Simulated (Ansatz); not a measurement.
# Cl3Dy (DyCl3): the cost of one run

Program: Ansatz 0.2.0, Gaussian basis. Level of theory: the settings change from run to run. These are calculated values, not measurements.

## Step 1: The molecule

The geometry comes from an earlier relaxation with PBE0-D4/def2-SVP; it is a stationary point. Dy takes a core potential in def2 sets; no spin-orbit term is included.

4 atoms, charge 0, spin multiplicity 6.

Atoms are counted from 1 here; the program's logs count them from 0.

Bond lengths: Dy1–Cl2 2.434 Å, Dy1–Cl3 2.431 Å, Dy1–Cl4 2.431 Å. Angles: Cl2–Dy1–Cl3 120.2°, Cl2–Dy1–Cl4 120.2°, Cl3–Dy1–Cl4 118.5°.

## Step 2: PBEsol/ANO-RCC-VTZP

Options: D3(BJ) with three-body dispersion.

in.yaml

```yaml
crystal:
  periodic: [false, false, false]
  atoms:
    - {symbol: Dy, position_ang: [0.008577, -0.000424, 0.108527]}
    - {symbol: Cl, position_ang: [2.440204, -0.022837, -0.003293]}
    - {symbol: Cl, position_ang: [-1.204735, 2.100689, -0.046948]}
    - {symbol: Cl, position_ang: [-1.244046, -2.077428, -0.058286]}
basis:
  gaussian: {orbitals: ANO-RCC-VTZP}
magnetization: {spin_polarized: true, initial_magnetization: 5}
hamiltonian: {xc: {name: PBEsol}, dispersion: d3bjatm}
scf: {omitted_lower_state_checks: [starts]}
output: {forces: true}
```

Launch:

```console
$ ansatz run in.yaml --threads 4 --pin off --events-out ev --progress --plain --max-ram 8704MiB
```

Q: Estimate wall time and peak memory on 4 threads of Intel Xeon 6975P-C, shared host.

About 65 s, with a peak of 1.2 GiB.
